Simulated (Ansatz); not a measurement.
Rutile MnF₂ was calculated with PBE0 (Ansatz, a first-principles code, plane waves, PAW).

Settings: plane-wave cutoff 500 eV, 6×6×8 k mesh (along the axes of the cell as run), Fermi–Dirac smearing 0.05 eV, spin-polarised with opposed moments, scalar-relativistic PAW data made under PBE.

Cell (relaxed with r²SCAN):

```cif
data_F4Mn2
_chemical_formula_sum 'Mn2 F4'
_space_group_name_H-M_alt 'P 1'
_space_group_IT_number 1
_cell_length_a 4.86744
_cell_length_b 4.86744
_cell_length_c 3.29408
_cell_angle_alpha 90.000
_cell_angle_beta 90.000
_cell_angle_gamma 90.000
loop_
_space_group_symop_operation_xyz
  'x, y, z'
loop_
_atom_site_label
_atom_site_type_symbol
_atom_site_fract_x
_atom_site_fract_y
_atom_site_fract_z
_atom_site_occupancy
Mn1 Mn 0.00000 0.00000 0.00000 1
Mn2 Mn 0.50000 0.50000 0.50000 1
F1 F 0.30378 0.30378 0.00000 1
F2 F 0.80378 0.19622 0.50000 1
F3 F 0.19622 0.80378 0.50000 1
F4 F 0.69622 0.69622 0.00000 1
```

Give the computed magnetic moment (largest site, within a sphere) and band gap.


* **magnetic moment (largest site, within a sphere)**: 4.25 μB
* **band gap**: 5.58 eV (on the SCF k mesh)

Measured, for comparison: band gap 9.9 eV (temperature not stated, not corrected to a static lattice, the source doubts the polymorph; as tabulated in Das and Bazhirov (2019), arXiv:1808.05325). Computed (rounded) less measured: band gap not scored (a reference that its source doubts or gives as a wide range).

Note: exact exchange on metals is sensitive to the k mesh and can open a false gap; cell and atoms aren't relaxed at this level (largest force component 0.02 eV/Å, pressure 1.7 GPa).

Moments are spin moments.

Static lattice: no zero-point or thermal effects.
